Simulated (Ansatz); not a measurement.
# AlH₃+ (quartet): the correlation ladder, cc-pVDZ

One table from this session's results is given with a row withheld; the runs are named, their logs left out.

Method: cc-pVDZ, core rule «outside noble gas», up to 5 orbitals frozen; program: Ansatz 0.2.0, Gaussian basis.

The runs, in order: UHF; CCSD(T) on ROHF; CCSD(T) on UHF; BCCD(T) on ROHF; CISD; CCSDT(Q) on ROHF; CCSDT(Q) on UHF; CISDTQ; Full CI.

32 further runs of the same task are left out: 2 for a mislabelled method, 8 for a known fault of the program, 10 that didn't finish, 12 set aside as unsound or not needed.

### The system

The geometry is a PBE0/def2-TZVP stationary point (not a proven minimum) of the parent state, kept for this charge and spin.

4 atoms, charge 1, spin multiplicity 4.

Atoms are counted from 1 here; the program's logs count them from 0.

Bond lengths: Al1–H2 1.590 Å, Al1–H3 1.843 Å, Al1–H4 1.843 Å, H3–H4 0.841 Å. Angles: H2–Al1–H3 101.8°, H2–Al1–H4 101.8°, H3–Al1–H4 26.4°, Al1–H3–H4 76.8°, Al1–H4–H3 76.8°.

The first run:

in.yaml reads:

```yaml
crystal:
  periodic: [false, false, false]
  atoms:
    - {symbol: Al, position_ang: [0.000000, 0.074413, -0.095633]}
    - {symbol: H, position_ang: [0.000000, -1.372409, -0.753982]}
    - {symbol: H, position_ang: [0.420650, -0.309773, 1.656991]}
    - {symbol: H, position_ang: [-0.420650, -0.309773, 1.656991]}
basis:
  gaussian: {orbitals: cc-pVDZ}
total_charge: 1
magnetization: {spin_polarized: true, initial_magnetization: 3}
hamiltonian: {xc: hf}
output: {orbitals: {seedname: orbitals}}
```

Run with:

```sh
$ ansatz run in.yaml --threads 1 --pin off --events-out ev --progress --plain --max-ram 2393MiB
```

Among the steps run: UHF; CCSD(T) on ROHF; CCSD(T) on UHF; BCCD(T) on ROHF; CISD; CCSDT(Q) on ROHF; CCSDT(Q) on UHF; CISDTQ; Full CI.

One of the session's tables, all rows but one given; the rest of the session is left out.

```
   method  from FCI (kJ/mol)
     ROHF             +144.7
      UHF             +143.8
     RMP2                  ?
     UMP2              +40.1
     CISD               +3.4
    RCCSD               +3.1
    UCCSD               +3.0
 RCCSD(T)               +1.0
 UCCSD(T)               +1.0
  BCCD(T)               +1.0
   RCCSDT                0.0
   UCCSDT                0.0
   CISDTQ                0.0
RCCSDT(Q)                0.0
UCCSDT(Q)                0.0
      FCI                  0
```

**Question.** Estimate the row for RMP2.

**Answer.** from FCI (kJ/mol): +40.3. In the column «from FCI (kJ/mol)» it lies between UMP2 (+40.1) and UHF (+143.8).

To keep in mind: Levels on UHF freeze UHF's core orbitals, full CI those of ROHF, so the U rows can settle a little off it for that reason alone. Restricted and unrestricted rows rest on different reference determinants; where their highest levels disagree by more than a few hundredths of an eV, they describe different states and don't form one ladder.
